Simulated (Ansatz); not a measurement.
## Ansatz (development build ahead of 0.2.0) run

```yaml
crystal:
  periodic: [false, false, false]
  atoms:
    - { symbol: C, position_ang: [-0.17362, 0.42585, -0.69091] }
    - { symbol: F, position_ang: [0.18652, -0.46633, 0.69423] }
    - { symbol: H, position_ang: [-0.75669, -0.29568, -1.29465] }
    - { symbol: H, position_ang: [-0.78183, 1.25178, -0.28057] }
    - { symbol: H, position_ang: [0.88666, 0.4893, -1.00504] }
basis:
  gaussian: { orbitals: def2-SVP }
total_charge: 1
magnetization:
  spin_polarized: true
  initial_magnetization: 1
hamiltonian:
  xc: hf
correlation:
  method: mp2
  frozen_orbitals: { C: 1, F: 1, H: 0 }
output:
  forces: true
```

The input is written out in the form of the current development build from the run's settings.

Output:

* Converged: yes
* Reference energy: -138.48634 hartree
* Correlation energy: -0.26620 hartree
* Total energy: -138.75254 hartree
* Spin squared of the determinant: 0.755
* Stability test: minimum

Forces (eV/Å):
```json
{"atom": "C1", "Fx": "-0.336", "Fy": "-0.547", "Fz": "-0.151"}
{"atom": "F2", "Fx": "-0.336", "Fy": "0.269", "Fz": "-0.549"}
{"atom": "H3", "Fx": "0.264", "Fy": "-0.098", "Fz": "0.412"}
{"atom": "H4", "Fx": "0.725", "Fy": "-0.081", "Fz": "0.058"}
{"atom": "H5", "Fx": "-0.316", "Fy": "0.457", "Fz": "0.231"}
```

Caution: MP2 on this radical cation hangs on the determinant chosen.
